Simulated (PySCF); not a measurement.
HLi, charge +1, quartet, at a GFN2-xTB geometry of the parent state (such geometries of metal compounds can be far from the true shape) (a state made from the parent by changing its charge; the spin is typed, not shown lowest); PySCF with HF/STO-3G.

The PySCF input:
```python
from pyscf import gto, scf

mol = gto.M(
    atom='''
Li   -0.000000   -0.000000   -0.343562
H     0.000000    0.000000    1.030685
''',
    basis='sto-3g',
    charge=1,
    spin=3,
    verbose=5,
)

mf = scf.UHF(mol)
mf.kernel()
```

Predict the main parts of the log of this PySCF run.


```
PySCF version 2.14.0

[INPUT] verbose = 5
[INPUT] max_memory = 4000
[INPUT] num. atoms = 2
[INPUT] num. electrons = 3
[INPUT] charge = 1
[INPUT] spin (= nelec alpha-beta = 2S) = 3
[INPUT] symmetry False subgroup None
[INPUT] Mole.unit = angstrom
[INPUT] Symbol           X                Y                Z      unit          X                Y                Z       unit  Magmom
[INPUT]  1 Li     0.000000000000   0.000000000000  -0.343562000000 AA    0.000000000000   0.000000000000  -0.649238086808 Bohr   0.0
[INPUT]  2 H      0.000000000000   0.000000000000   1.030685000000 AA    0.000000000000   0.000000000000   1.947712370697 Bohr   0.0
[INPUT] ---------------- BASIS SET ----------------
[INPUT] l, kappa, [nprim/nctr], expnt,             c_1 c_2 ...
[INPUT] Li
[INPUT] 0    0    [3    /1   ]  16.119575         0.15432897
                                2.9362007         0.53532814
                                0.7946505         0.44463454
[INPUT] 0    0    [3    /1   ]  0.6362897         -0.09996723
                                0.1478601         0.39951283
                                0.0480887         0.70011547
[INPUT] 1    0    [3    /1   ]  0.6362897         0.15591627
                                0.1478601         0.60768372
                                0.0480887         0.39195739
[INPUT] H
[INPUT] 0    0    [3    /1   ]  3.42525091        0.15432897
                                0.62391373        0.53532814
                                0.1688554         0.44463454

nuclear repulsion = 1.15520109031346
number of shells = 4
number of NR pGTOs = 18
number of NR cGTOs = 6
basis = sto-3g
ecp = {}

******** <class 'pyscf.scf.uhf.UHF'> ********
method = UHF
initial guess = minao
damping factor = 0
level_shift factor = 0
DIIS = <class 'pyscf.scf.diis.CDIIS'>
diis_start_cycle = 1
diis_space = 8
diis_damp = 0
SCF conv_tol = 1e-09
SCF conv_tol_grad = None
SCF max_cycles = 50
direct_scf = True
direct_scf_tol = 1e-13
number electrons alpha = 3  beta = 0
Set gradient conv threshold to 3.16228e-05
E1 = -12.389376979293083  E2 = 3.617351266669364  Ecoul = 5.608847544195189  Exc = -1.9914962775258251
init E= -7.61682462231026
cond(S) = 6.0724521471307975

  alpha mo_energy =
[-2.38043572 -0.29623184  0.02971884  0.13954443  0.13954443  0.48930194]
  beta  mo_energy =
[-2.38043572 -0.29623184  0.02971884  0.13954443  0.13954443  0.48930194]
multiplicity <S^2> = 3.75  2S+1 = 4
E1 = -7.526203125249353  E2 = 0.9741402942454791  Ecoul = 2.2950867203638126  Exc = -1.3209464261183335
cycle= 1 E= -5.39686174069042  delta_E= 2.22  |g|= 0.0945  |ddm|= 1.49

  alpha mo_energy =
[-4.04056379 -1.00697844 -0.53917418 -0.27464775 -0.27464775  0.02518447]
  beta  mo_energy =
[-2.33603582 -0.42092131 -0.19840073 -0.19840073 -0.18668148  0.18501616]
multiplicity <S^2> = 3.75  2S+1 = 4
E1 = -7.533968986796488  E2 = 0.9702311132973193  Ecoul = 2.321434965618448  Exc = -1.3512038523211287
cycle= 2 E= -5.40853678318571  delta_E= -0.0117  |g|= 0.0306  |ddm|= 0.205

  alpha mo_energy =
[-4.04080602 -1.01564469 -0.54224746 -0.26999255 -0.26999255  0.03142472]
  beta  mo_energy =
[-2.33722207 -0.39496116 -0.19947359 -0.19947359 -0.18322745  0.22132471]
multiplicity <S^2> = 3.75  2S+1 = 4
E1 = -7.533453143257838  E2 = 0.9683249829120569  Ecoul = 2.3342073112981985  Exc = -1.3658823283861414
cycle= 3 E= -5.40992707003232  delta_E= -0.00139  |g|= 0.000867  |ddm|= 0.104

  alpha mo_energy =
[-4.04079815 -1.01366595 -0.5421012  -0.26987007 -0.26987007  0.02918849]
  beta  mo_energy =
[-2.33728861 -0.39570952 -0.19954765 -0.19954765 -0.18289291  0.22077694]
multiplicity <S^2> = 3.75  2S+1 = 4
E1 = -7.533417366383171  E2 = 0.9682879234704208  Ecoul = 2.334352202932576  Exc = -1.3660642794621554
cycle= 4 E= -5.40992835259929  delta_E= -1.28e-06  |g|= 0.000172  |ddm|= 0.00387

  alpha mo_energy =
[-4.04073594 -1.01409965 -0.54213014 -0.26982446 -0.26982446  0.02957687]
  beta  mo_energy =
[-2.33722669 -0.39569247 -0.19953545 -0.19953545 -0.18281678  0.22078903]
multiplicity <S^2> = 3.75  2S+1 = 4
E1 = -7.533411558212808  E2 = 0.9682820338014202  Ecoul = 2.3343449520330193  Exc = -1.366062918231599
cycle= 5 E= -5.40992843409793  delta_E= -8.15e-08  |g|= 5.87e-06  |ddm|= 0.00127

  alpha mo_energy =
[-4.04073947 -1.01398807 -0.54212019 -0.26982432 -0.26982432  0.0294573 ]
  beta  mo_energy =
[-2.33722889 -0.3957376  -0.19953875 -0.19953875 -0.18280917  0.2207459 ]
multiplicity <S^2> = 3.75  2S+1 = 4
E1 = -7.533411321927321  E2 = 0.9682817974279779  Ecoul = 2.33434504922408  Exc = -1.3660632517961018
cycle= 6 E= -5.40992843418588  delta_E= -8.8e-11  |g|= 2.42e-10  |ddm|= 4.31e-05

  alpha mo_energy =
[-4.04073947 -1.01398807 -0.54212019 -0.26982432 -0.26982432  0.0294573 ]
  beta  mo_energy =
[-2.33722889 -0.3957376  -0.19953875 -0.19953875 -0.18280917  0.2207459 ]
multiplicity <S^2> = 3.75  2S+1 = 4
E1 = -7.533411321931055  E2 = 0.9682817974317172  Ecoul = 2.334345049174566  Exc = -1.3660632517428488
Extra cycle  E= -5.40992843418588  delta_E= 5.33e-15  |g|= 6.9e-11  |ddm|= 6.06e-10
converged SCF energy = -5.40992843418588  <S^2> = 3.75  2S+1 = 4
```
